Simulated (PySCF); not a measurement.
How the method moves the HOMO and LUMO of `[BH3-][NH2+]C`

CH8BN.
Geometry (PBE0-D3(BJ)/def2-SVP, Å), atoms numbered from 1 in this order:
```xyz
11
CH8BN angstrom
B      1.2629    0.4885   -0.0986
N      0.0608   -0.6085   -0.0495
C     -1.2776   -0.0412    0.1320
H      2.2878   -0.1577   -0.2852
H      0.9881    1.2359   -1.0313
H      1.2392    1.0518    0.9904
H      0.2700   -1.2669    0.7026
H      0.0995   -1.1514   -0.9136
H     -2.0544   -0.8193    0.1813
H     -1.2820    0.5513    1.0556
H     -1.4853    0.6375   -0.7048
```

Basis pcSseg-2 throughout (PySCF), one geometry. Isolated species at its PBE0-D3(BJ)/def2-SVP geometry, gas phase.

Q: How do the orbital energies, the gap and the dipole change with the method?

A: 
```json
{"method": "OPBE", "kind": "GGA", "HOMO (eV)": "-6.28", "LUMO (eV)": "-0.85", "gap (eV)": "5.44", "μ (D)": "5.32", "SCF cycles": "14"}
{"method": "BLYP", "kind": "GGA", "HOMO (eV)": "-6.31", "LUMO (eV)": "-0.97", "gap (eV)": "5.34", "μ (D)": "5.33", "SCF cycles": "14"}
{"method": "PBE", "kind": "GGA", "HOMO (eV)": "-6.37", "LUMO (eV)": "-0.95", "gap (eV)": "5.43", "μ (D)": "5.32", "SCF cycles": "14"}
{"method": "B97-D", "kind": "GGA", "HOMO (eV)": "-6.38", "LUMO (eV)": "-0.80", "gap (eV)": "5.58", "μ (D)": "5.33", "SCF cycles": "12"}
{"method": "LDA", "kind": "LDA", "HOMO (eV)": "-6.41", "LUMO (eV)": "-1.03", "gap (eV)": "5.38", "μ (D)": "5.32", "SCF cycles": "13"}
{"method": "KT2", "kind": "GGA", "HOMO (eV)": "-6.45", "LUMO (eV)": "-0.91", "gap (eV)": "5.54", "μ (D)": "5.22", "SCF cycles": "12"}
{"method": "BP86", "kind": "GGA", "HOMO (eV)": "-6.48", "LUMO (eV)": "-0.78", "gap (eV)": "5.69", "μ (D)": "5.33", "SCF cycles": "13"}
{"method": "KT3", "kind": "GGA", "HOMO (eV)": "-6.48", "LUMO (eV)": "-1.13", "gap (eV)": "5.35", "μ (D)": "5.24", "SCF cycles": "13"}
{"method": "B97-2", "kind": "global hybrid", "HOMO (eV)": "-7.47", "LUMO (eV)": "-0.15", "gap (eV)": "7.32", "μ (D)": "5.37", "SCF cycles": "12"}
{"method": "B3LYP", "kind": "global hybrid", "HOMO (eV)": "-7.54", "LUMO (eV)": "-0.51", "gap (eV)": "7.03", "μ (D)": "5.37", "SCF cycles": "12"}
{"method": "PBE0", "kind": "global hybrid", "HOMO (eV)": "-7.72", "LUMO (eV)": "-0.18", "gap (eV)": "7.54", "μ (D)": "5.37", "SCF cycles": "12"}
{"method": "mPW1PW91", "kind": "global hybrid", "HOMO (eV)": "-7.75", "LUMO (eV)": "-0.21", "gap (eV)": "7.55", "μ (D)": "5.38", "SCF cycles": "12"}
{"method": "BHandHLYP", "kind": "global hybrid", "HOMO (eV)": "-9.04", "LUMO (eV)": "0.35", "gap (eV)": "9.39", "μ (D)": "5.42", "SCF cycles": "12"}
{"method": "CAM-B3LYP", "kind": "range-separated hybrid", "HOMO (eV)": "-9.20", "LUMO (eV)": "0.49", "gap (eV)": "9.69", "μ (D)": "5.41", "SCF cycles": "12"}
{"method": "wB97X-D", "kind": "range-separated hybrid", "HOMO (eV)": "-9.67", "LUMO (eV)": "1.57", "gap (eV)": "11.23", "μ (D)": "5.45", "SCF cycles": "12"}
{"method": "LC-wPBE", "kind": "range-separated hybrid", "HOMO (eV)": "-10.59", "LUMO (eV)": "1.67", "gap (eV)": "12.26", "μ (D)": "5.45", "SCF cycles": "13"}
{"method": "HF", "kind": "Hartree–Fock", "HOMO (eV)": "-11.11", "LUMO (eV)": "2.00", "gap (eV)": "13.11", "μ (D)": "5.51", "SCF cycles": "9"}
```

The HOMO spans 4.82 eV, from OPBE down to HF, and the gap runs from 5.34 eV (BLYP) to 13.11 eV (HF). Over the methods OPBE (0 %), BLYP (0 %), PBE (0 %), B97-D (0 %), LDA (0 %), KT2 (0 %), BP86 (0 %), KT3 (0 %), B97-2 (21 %), B3LYP (20 %), PBE0 (25 %), mPW1PW91 (25 %), BHandHLYP (50 %), HF (100 %), a straight line through the gap against the share of exact exchange rises by 0.77 eV for each 10 % (correlation coefficient 0.998). The dipole ranges from 5.22 D (KT2) to 5.51 D (HF). This basis has no diffuse functions.
